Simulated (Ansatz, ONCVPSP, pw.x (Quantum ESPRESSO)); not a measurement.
# What a changed setting does to a pw.x run (bcc Mo)

Potential: optimised norm-conserving Vanderbilt (ONCV), ONCVPSP 4.0.1.1 (patched build), LDA (Perdew-Wang 92); core [Ar] 3d10, reference 4s2 4p6 4d5 5s1; waves: 4s+5s: rc 1.45 bohr, ncon 4, nbas 8, qcut 8.6 1/bohr, 2 projectors; 4p: rc 1.65 bohr, ncon 4, nbas 8, qcut 7.3 1/bohr, 2 projectors, debl 2.1 Ha; 4d: rc 1.75 bohr, ncon 3, nbas 6, qcut 5.5 1/bohr, 2 projectors, debl 3.7 Ha; local part: polynomial inside 1.35 bohr (lpopt 5, dvloc0 3 Ha); core correction: polynomial model core, fcfact 0.6.

The reference run (k-mesh 15³, cutoffs 100/400 Ry, Fermi–Dirac 0.01 Ry, mixing_beta 0.4, conv_thr 1e-9, no spin) gives -0.04 GPa at 15.067 Å³/atom, where all-electron LAPW gives 0.24 GPa. This run, with its own iteration cap, changes degauss to 0.02.

```
&control
  calculation='scf', prefix='x', pseudo_dir='./', outdir='./tmp', tstress=.true., disk_io='none'
/
&system
  ibrav=0, nat=1, ntyp=1, ecutwfc=100, ecutrho=400, nbnd=15,
  occupations='smearing', smearing='fd', degauss=0.02
/
&electrons
  conv_thr=1e-09, mixing_beta=0.4, electron_maxstep=50
/
ATOMIC_SPECIES
Mo 1.0 Mo.UPF
CELL_PARAMETERS angstrom
  -1.55592598 1.55592598 1.55592598
  1.55592598 -1.55592598 1.55592598
  1.55592598 1.55592598 -1.55592598
ATOMIC_POSITIONS crystal
Mo 0.0000 0.0000 0.0000
K_POINTS automatic
15 15 15 0 0 0
```

```bash
pw.x < Mo.scf.in > Mo.scf.out
```

How does the run end?

It converges in 8 iterations; the free energy moves by -62.9 meV/atom and the pressure by +0.41 GPa. In a metal, with Fermi–Dirac smearing, F lies below its zero-width value by a term in the square of the width.

```
Message from routine setup:
     using ibrav=0 with symmetry is DISCOURAGED, use correct ibrav instead
     lattice parameter (alat)  =       5.0927  a.u.
     unit-cell volume          =     101.6772 (a.u.)^3
     number of electrons       =        14.00
     number of Kohn-Sham states=           15
     kinetic-energy cutoff     =     100.0000  Ry
     charge density cutoff     =     400.0000  Ry
     scf convergence threshold =      1.0E-09
     Exchange-correlation= SLA  PW   NOGX NOGC
     number of k points=   120  Fermi-Dirac smearing, width (Ry)=  0.0200
     iteration #  1     ecut=   100.00 Ry     beta= 0.40
     total energy              =    -165.96825805 Ry
     estimated scf accuracy    <       0.11364835 Ry
     iteration #  2     ecut=   100.00 Ry     beta= 0.40
     total energy              =    -165.97382372 Ry
     estimated scf accuracy    <       0.01128526 Ry
     iteration #  3     ecut=   100.00 Ry     beta= 0.40
     total energy              =    -165.97508234 Ry
     estimated scf accuracy    <       0.00080157 Ry
     iteration #  4     ecut=   100.00 Ry     beta= 0.40
     total energy              =    -165.97513529 Ry
     estimated scf accuracy    <       0.00003297 Ry
     iteration #  5     ecut=   100.00 Ry     beta= 0.40
     total energy              =    -165.97513840 Ry
     estimated scf accuracy    <       0.00000205 Ry
     iteration #  6     ecut=   100.00 Ry     beta= 0.40
     total energy              =    -165.97513895 Ry
     estimated scf accuracy    <       0.00000005 Ry
     iteration #  7     ecut=   100.00 Ry     beta= 0.40
     total energy              =    -165.97513895 Ry
     estimated scf accuracy    <          9.6E-09 Ry
     iteration #  8     ecut=   100.00 Ry     beta= 0.40
     the Fermi energy is    21.9641 ev
!    total energy              =    -165.97513895 Ry
     estimated scf accuracy    <          1.6E-10 Ry
     smearing contrib. (-TS)   =      -0.01266488 Ry
     The total energy is F=E-TS. E is the sum of the following terms:
     one-electron contribution =     -14.88622223 Ry
     hartree contribution      =      17.23182464 Ry
     xc contribution           =     -47.01159820 Ry
     ewald contribution        =    -121.29647829 Ry
     convergence has been achieved in   8 iterations
          total   stress  (Ry/bohr**3)                   (kbar)     P=        3.73
     Message from routine punch:
     Nothing written, as per user request (disk_io='none')
```

The run took about 78 s on one core of a shared host (Neoverse-N1, 64 threads, 124 GiB, load 59).
